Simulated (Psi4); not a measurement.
**BH5O (B(H2O)H3), step by step**

Wanted: a geometry optimisation (B3LYP-D4/6-31G), then vibrational wavenumbers, then a single-point energy (CCSD(T)/def2-TZVP) of BH5O (B(H2O)H3). 

Program for the calculation: Psi4 1.11.

## Step 1: The molecule

The species is BH5O (7 atoms), meant as a singlet with charge 0. As SMILES, `[H]B([H])([H])<-O`. The coordinates come from a GFN2-xTB relaxation. The run starts from this shape.

Bond lengths: B1–O2 1.700 Å, O2–H3 0.963 Å, O2–H4 0.962 Å, B1–H5 1.182 Å, B1–H6 1.191 Å, B1–H7 1.182 Å. Angles: B1–O2–H3 102.2°, B1–O2–H4 102.2°, O2–B1–H5 103.7°, O2–B1–H6 104.3°, O2–B1–H7 103.7°, H3–O2–H4 109.6°, H5–B1–H6 114.2°, H5–B1–H7 114.8°, H6–B1–H7 114.2°.

## Step 2: A geometry optimisation at B3LYP-D4/6-31G (density fitting) (run 1)

job.dat

```
memory 1.6 GB

molecule molecule1 {
  0 1
  B
  O 1 R2
  H 2 R3 1 A3
  H 2 R4 3 A4 1 D4
  H 1 R5 2 A5 4 D5
  H 1 R6 5 A6 2 D6
  H 1 R7 5 A7 6 D7

  R2 = 1.7003
  R3 = 0.962776
  A3 = 102.19607
  R4 = 0.962493
  A4 = 109.56008
  D4 = 107.86434
  R5 = 1.182201
  A5 = 103.69962
  D5 = 64.22196
  R6 = 1.191251
  A6 = 114.22122
  D6 = 112.80721
  R7 = 1.182121
  A7 = 114.84478
  D7 = 134.7818
  symmetry c1
}

set basis 6-31G
set geom_maxiter 60

result, w = optimize("b3lyp-d4", return_wfn=True)
print_variables()
```

On the command line:

```sh
$ psi4 -n 1 job.dat job.out
```

job.out:

```text
[...]
  Running in c1 symmetry.
[...]
  Nuclear repulsion =   38.322879347361798
[...]
  Multiplicity = 1
[...]
  Nalpha       = 9
  Nbeta        = 9
[...]
    Number of basis functions: 28
[...]
   @DF-RKS iter   1:  -102.88401289326821   -3.30903e-01   1.84341e-02 ADIIS/DIIS
[...]
   @DF-RKS iter   6:  -103.02848330015333   -2.84217e-12   7.98092e-09 DIIS
[...]
    Orbital Energies [Eh]
    ---------------------
    Doubly Occupied:
       1A    -19.236706     2A     -6.698478     3A     -1.106030
       4A     -0.631850     5A     -0.545932     6A     -0.417686
       7A     -0.384841     8A     -0.287609     9A     -0.276202
[...]
  @DF-RKS Final Energy:  -103.02848330015333
   => Energetics <=
    Nuclear Repulsion Energy =             37.6104246487026899
    One-Electron Energy =                -213.6630005472027847
    Two-Electron Energy =                  84.7641751993441233
    DFT Exchange-Correlation Energy =     -11.7368869791537751
    Empirical Dispersion Energy =          -0.0031956218435790
    VV10 Nonlocal Energy =                  0.0000000000000000
    Total Energy =                       -103.0284833001533258
[...]
  -Total Gradient:
     Atom            X                  Y                   Z
    ------   -----------------  -----------------  -----------------
       1       -0.000002616781    -0.000005933166    -0.000017071008
       2        0.000003661637     0.000004366057     0.000036549046
       3       -0.000007113200     0.000012219961    -0.000012655665
       4        0.000005799695    -0.000013805280    -0.000010720784
       5        0.000002748868     0.000002692388    -0.000000347217
       6       -0.000003704838    -0.000001038505     0.000003026552
       7        0.000003438810     0.000002438331    -0.000000595095
[...]
```

The script printed:

```text
Optimizer: Optimization complete!
```

It took 20 s on 1 thread of AMD EPYC 9R45 (Zen 5), shared host; peak memory 0.37 GiB.

Steps, from the record of the run:

```
step  energy from the first frame kept (eV)  largest force (eV/Å)
   0                                 0.0000                0.9420
   1                                -0.1108                0.3729
   2                                -0.1336                0.2723
   3                                -0.1407                0.1745
   4                                -0.1433                0.1199
   5                                -0.1446                0.0832
   6                                -0.1453                0.0342
   7                                -0.1454                0.0100
   8                                -0.1455                0.0019
```

After the run. Bond lengths: B1–O2 1.725 Å, O2–H3 0.972 Å, O2–H4 0.972 Å, B1–H5 1.204 Å, B1–H6 1.209 Å, B1–H7 1.204 Å. Angles: B1–O2–H3 115.6°, B1–O2–H4 115.6°, O2–B1–H5 101.3°, O2–B1–H6 103.3°, O2–B1–H7 101.3°, H3–O2–H4 113.2°, H5–B1–H6 115.6°, H5–B1–H7 116.2°, H6–B1–H7 115.6°.

## Step 3: Vibrational wavenumbers at B3LYP-D4/6-31G (density fitting) (run 2)

bh5o.xyz

```xyz
7
BH5O
B      0.057036    -0.102632    -0.699442
O      0.090543    -0.138097     1.025240
H     -0.777563    -0.139088     1.462975
H      0.731215     0.459999     1.445996
H      1.219831    -0.268787    -0.962151
H     -0.382851     0.995897    -0.946870
H     -0.678544    -1.024211    -0.940899
```

job.py

```python
import psi4

psi4.set_memory(1600000000)
psi4.set_num_threads(1)
psi4.core.set_output_file('run.log', False)

with open('bh5o.xyz') as f:
    atoms = ''.join(f.readlines()[2:])
mol = psi4.geometry('0 1\n' + atoms + 'symmetry c1')

psi4.set_options(dict(basis='6-31G', t=400.0, rotational_symmetry_number=1))

E, wfn = psi4.frequency("b3lyp-d4", return_wfn=True)
print(f'b3lyp-d4 energy: {E:.10f} Eh')
print('wavenumbers / cm^-1:', wfn.frequencies().np.round(1))
for k in ('ZPVE', 'ENTHALPY', 'GIBBS FREE ENERGY'):
    print(f'{k}: {psi4.variable(k):.8f} Eh')
for k, v in sorted(psi4.core.scalar_variables().items()):
    print(f'{k:45s} {v:18.10f}')
```

On the command line:

```sh
$ python job.py
```

run.log:

```text
[...]
  Running in c1 symmetry.
[...]
  Nuclear repulsion =   37.610421568415944
[...]
  Multiplicity = 1
[...]
  Nalpha       = 9
  Nbeta        = 9
[...]
    Number of basis functions: 28
[...]
   @DF-RKS iter   1:  -102.88741566346786   -3.92876e-01   1.88442e-02 ADIIS/DIIS
[...]
   @DF-RKS iter   9:  -103.02848277936118   -9.09495e-13   3.53809e-09 DIIS
[...]
  @DF-RKS Final Energy:  -103.02848277936118
   => Energetics <=
    Nuclear Repulsion Energy =             37.6104016881118497
    One-Electron Energy =                -213.6630706853484298
    Two-Electron Energy =                  84.7642780748964384
    DFT Exchange-Correlation Energy =     -11.7368962191139783
    Empirical Dispersion Energy =          -0.0031956379070555
    VV10 Nonlocal Energy =                  0.0000000000000000
    Total Energy =                       -103.0284827793611839
[...]
  -Total Gradient:
     Atom            X                  Y                   Z
    ------   -----------------  -----------------  -----------------
       1        0.000012678618     0.000169626574    -0.000016578145
       2        0.000033574420     0.000115243620     0.000006917900
       3        0.000007054618     0.000003986022    -0.000014866169
       4       -0.000010263078    -0.000000447461     0.000014900068
       5       -0.000000767577    -0.000030814379     0.000001948027
       6        0.000042025981    -0.000133891987     0.000136706967
       7       -0.000083325523    -0.000125947555    -0.000130611648
[...]
  ==> Harmonic Vibrational Analysis <==
[...]
  Freq [cm^-1]                 153.8837            429.1640            511.1334
[...]
  Freq [cm^-1]                 620.2417            908.1773           1016.9801
[...]
  Freq [cm^-1]                1185.5660           1200.2232           1209.4773
[...]
```

On the terminal:

```text
Warning: used thermodynamics relations inappropriate for low-frequency modes: ['153.8837' '429.1640' '511.1334' '620.2417']
b3lyp-d4 energy: -103.0284833002 Eh
wavenumbers / cm^-1: [ 153.9  429.2  511.1  620.2  908.2 1017.  1185.6 1200.2 1209.5 1639.
 2496.  2571.9 2600.9 3676.  3826.2]
ZPVE: 0.05477820 Eh
ENTHALPY: -102.96584426 Eh
GIBBS FREE ENERGY: -103.00796167 Eh
B3LYP-D4(BJ,EEQ)ATM DISPERSION CORRECTION ENERGY      -0.0031956218
CURRENT ENERGY                                   -103.0284833002
CURRENT REFERENCE ENERGY                         -103.0284833002
DD SOLVATION ENERGY                                 0.0000000000
DFT FUNCTIONAL TOTAL ENERGY                      -103.0252876784
DFT TOTAL ENERGY                                 -103.0284833002
DFT VV10 ENERGY                                     0.0000000000
DFT XC ENERGY                                     -11.7368871139
DISPERSION CORRECTION ENERGY                       -0.0031956218
ENTHALPY                                         -102.9658442591
ENTHALPY CORRECTION                                 0.0626390411
FINDIF NUMBER                                      37.0000000000
GIBBS FREE ENERGY                                -103.0079616738
GIBBS FREE ENERGY CORRECTION                        0.0205216264
GRID ELECTRONS ALPHA                                8.9999967612
GRID ELECTRONS BETA                                 8.9999967612
GRID ELECTRONS TOTAL                               17.9999935224
NUCLEAR REPULSION ENERGY                           37.6104215684
ONE-ELECTRON ENERGY                              -213.6629953192
PCM POLARIZATION ENERGY                             0.0000000000
PE ENERGY                                           0.0000000000
SCF ITERATION ENERGY                             -103.0284833002
SCF ITERATIONS                                      9.0000000000
SCF TOTAL ENERGY                                 -103.0284833002
THERMAL ENERGY                                   -102.9671109833
THERMAL ENERGY CORRECTION                           0.0613723169
TWO-ELECTRON ENERGY                                84.7641731863
ZERO K ENTHALPY                                  -102.9737051037
ZPVE                                                0.0547781964
```

It took 71 s on 1 thread of AMD EPYC 9R45 (Zen 5), shared host; peak memory 0.35 GiB.

## Step 4: A single-point energy at CCSD(T)/def2-TZVP (run 3)

run.py

```python
import psi4

psi4.set_memory(1600000000)
psi4.set_num_threads(1)
psi4.set_output_file('bh5o.out', False)

mol = psi4.geometry("""
0 1
B
O 1 1.725372
H 2 0.972225 1 115.64164
H 2 0.972222 3 113.21473 1 136.73586
H 1 1.203626 2 101.33695 4 52.15497
H 1 1.20892 5 115.61312 2 110.89338
H 1 1.203614 5 116.16301 6 140.325
units angstrom
""")

psi4.set_options({
    'reference': 'rhf',
    'scf_type': 'pk',
    'num_frozen_docc': 2,
})

e_tot = psi4.energy("ccsd(t)/def2-TZVP")
print(f'total energy {e_tot:.8f} hartree = {e_tot * 27.211386:.5f} eV')
```

On the command line:

```sh
$ python run.py
```

bh5o.out:

```text
[...]
  Running in c1 symmetry.
[...]
  Nuclear repulsion =   37.610419022677434
[...]
  Multiplicity = 1
[...]
  Nalpha       = 9
  Nbeta        = 9
[...]
    Number of basis functions: 92
[...]
   @RHF iter   1:  -102.39083295962530   -7.65972e-01   4.09546e-03 ADIIS/DIIS
[...]
   @RHF iter  11:  -102.46803789472675   -2.25953e-12   2.42565e-09 DIIS
[...]
    Orbital Energies [Eh]
    ---------------------
    Doubly Occupied:
       1A    -20.651923     2A     -7.555471     3A     -1.437280
       4A     -0.812717     5A     -0.753480     6A     -0.627015
       7A     -0.566158     8A     -0.437657     9A     -0.426612
[...]
  @RHF Final Energy:  -102.46803789472675
   => Energetics <=
    Nuclear Repulsion Energy =             37.6104190226774335
    One-Electron Energy =                -213.6202872697466830
    Two-Electron Energy =                  73.5418303523425010
    Total Energy =                       -102.4680378947267485
[...]
 Multipole Moments:
 ------------------------------------------------------------------------------------
     Multipole            Electronic (a.u.)      Nuclear  (a.u.)        Total (a.u.)
 ------------------------------------------------------------------------------------
 L = 1.  Multiply by 2.5417464519 to convert [e a0] to [Debye]
 Dipole X            :          0.0603457           -0.4982729           -0.4379272
 Dipole Y            :          0.0244946           -0.2028866           -0.1783920
 Dipole Z            :          2.0713571           -0.3087130            1.7626441
 Magnitude           :                                                    1.8249707
[...]
      * MP2 total energy                      = -102.843544611933794
[...]
      * CCSD total energy                     = -102.870604450672019
[...]
      * CCSD(T) total energy                  = -102.881978807709174
```

The script printed:

```text
total energy -102.88197881 hartree = -2799.56124 eV
```

It took 16 s on 1 thread of AMD EPYC 9R45 (Zen 5), shared host; peak memory 0.91 GiB.

## Step 5: Outcome

| quantity | value |
| --- | --- |
| run 1, B3LYP-D4/6-31G: total energy at the end | -103.02848 Eh |
| run 1, B3LYP-D4/6-31G: dipole moment | 5.01 D |
| run 1, B3LYP-D4/6-31G: HOMO energy | -7.52 eV |
| run 1, B3LYP-D4/6-31G: LUMO energy | -0.10 eV |
| run 1, B3LYP-D4/6-31G: HOMO–LUMO gap | 7.41 eV |
| run 1, B3LYP-D4/6-31G: dispersion energy | -8.39 kJ/mol |
| run 2, B3LYP-D4/6-31G: lowest harmonic wavenumber | 154 cm⁻¹ |
| run 2, B3LYP-D4/6-31G: highest harmonic wavenumber | 3826 cm⁻¹ |
| run 2, B3LYP-D4/6-31G: zero-point energy | 143.8 kJ/mol |
| run 2, B3LYP-D4/6-31G: ideal-gas entropy at 400 K (symmetry number 1 as used) | 66.1 cal/(mol K) |
| run 3, CCSD(T)/def2-TZVP: total energy | -102.88198 Eh |
| run 3, CCSD(T)/def2-TZVP: HOMO energy (Hartree–Fock orbitals) | -11.61 eV |
| run 3, CCSD(T)/def2-TZVP: LUMO energy (Hartree–Fock orbitals) | 2.46 eV |
| run 3, CCSD(T)/def2-TZVP: HOMO–LUMO gap (Hartree–Fock orbitals) | 14.07 eV |
| run 3, CCSD(T)/def2-TZVP: correlation energy (2 core orbitals frozen) | -413.9 mEh |
| run 3, CCSD(T)/def2-TZVP: (T) correction | -11.37 mEh |
| run 3, CCSD(T)/def2-TZVP: T1 diagnostic | 0.009 |

The optimisation (run 1, B3LYP-D4/6-31G) took 9 steps and changed the energy by -0.145 eV. All 15 modes (run 2, B3LYP-D4/6-31G) are real, so the shape is a minimum at this level. The triples (run 3, CCSD(T)/def2-TZVP) make up 2.7 % of the correlation energy.
